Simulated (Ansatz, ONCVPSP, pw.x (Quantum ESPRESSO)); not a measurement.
**What a changed setting does to a pw.x run (bcc B)**

Potential: optimised norm-conserving Vanderbilt (ONCV), ONCVPSP 4.0.1, PBEsol; core [He], reference 2s2 2p1; waves: 2s: rc 1.70 bohr, ncon 4, nbas 9, qcut 5 1/bohr, 2 projectors, debl 3.1 Ha; 2p: rc 1.70 bohr, ncon 4, nbas 9, qcut 6.6 1/bohr, local; d scattering state at 0.11 Ha: rc 1.85 bohr, ncon 3, nbas 7, qcut 4.5 1/bohr, 2 projectors, debl 2.5 Ha; local part: the p channel; core correction: polynomial model core, fcfact 0.2.

The reference run (k-mesh 18³, cutoffs 50/200 Ry, Fermi–Dirac 0.01 Ry, mixing_beta 0.4, conv_thr 1e-9, no spin) gives -0.72 GPa at 6.098 Å³/atom, where all-electron LAPW gives -1.07 GPa. This run, with its own iteration cap, changes mixing_beta to 0.05.

```
&control
  calculation='scf', prefix='x', pseudo_dir='./', outdir='./tmp', tstress=.true., disk_io='none'
/
&system
  ibrav=0, nat=1, ntyp=1, ecutwfc=50, ecutrho=200, nbnd=8,
  occupations='smearing', smearing='fd', degauss=0.01
/
&electrons
  conv_thr=1e-09, mixing_beta=0.05, electron_maxstep=50
/
ATOMIC_SPECIES
B 1.0 B.UPF
CELL_PARAMETERS angstrom
  -1.15091295 1.15091295 1.15091295
  1.15091295 -1.15091295 1.15091295
  1.15091295 1.15091295 -1.15091295
ATOMIC_POSITIONS crystal
B 0.0000 0.0000 0.0000
K_POINTS automatic
18 18 18 0 0 0
```

```bash
pw.x < B.scf.in > B.scf.out
```

**Question.** How does the run end?

**Answer.** It converges in 5 iterations; the free energy moves by +0.0 meV/atom and the pressure by +0.01 GPa. The result is that of the reference run.

```
Message from routine setup:
     using ibrav=0 with symmetry is DISCOURAGED, use correct ibrav instead
     lattice parameter (alat)  =       3.7671  a.u.
     unit-cell volume          =      41.1513 (a.u.)^3
     number of electrons       =         3.00
     number of Kohn-Sham states=            8
     kinetic-energy cutoff     =      50.0000  Ry
     charge density cutoff     =     200.0000  Ry
     scf convergence threshold =      1.0E-09
     Exchange-correlation= PBESOL
     number of k points=   195  Fermi-Dirac smearing, width (Ry)=  0.0100
     iteration #  1     ecut=    50.00 Ry     beta= 0.05
     total energy              =      -6.01476590 Ry
     estimated scf accuracy    <       0.00019787 Ry
     iteration #  2     ecut=    50.00 Ry     beta= 0.05
     total energy              =      -6.01476646 Ry
     estimated scf accuracy    <       0.00017720 Ry
     iteration #  3     ecut=    50.00 Ry     beta= 0.05
     total energy              =      -6.01477660 Ry
     estimated scf accuracy    <       0.00000116 Ry
     iteration #  4     ecut=    50.00 Ry     beta= 0.05
     total energy              =      -6.01477627 Ry
     estimated scf accuracy    <       0.00000102 Ry
     iteration #  5     ecut=    50.00 Ry     beta= 0.05
     the Fermi energy is    13.7802 ev
!    total energy              =      -6.01477632 Ry
     estimated scf accuracy    <          6.7E-10 Ry
     smearing contrib. (-TS)   =      -0.00100786 Ry
     The total energy is F=E-TS. E is the sum of the following terms:
     one-electron contribution =       4.20301516 Ry
     hartree contribution      =       0.01603285 Ry
     xc contribution           =      -2.70305727 Ry
     ewald contribution        =      -7.52975920 Ry
     convergence has been achieved in   5 iterations
          total   stress  (Ry/bohr**3)                   (kbar)     P=       -7.12
     Message from routine punch:
     Nothing written, as per user request (disk_io='none')
```

The run took about 2.9 s on one core of a shared server CPU.
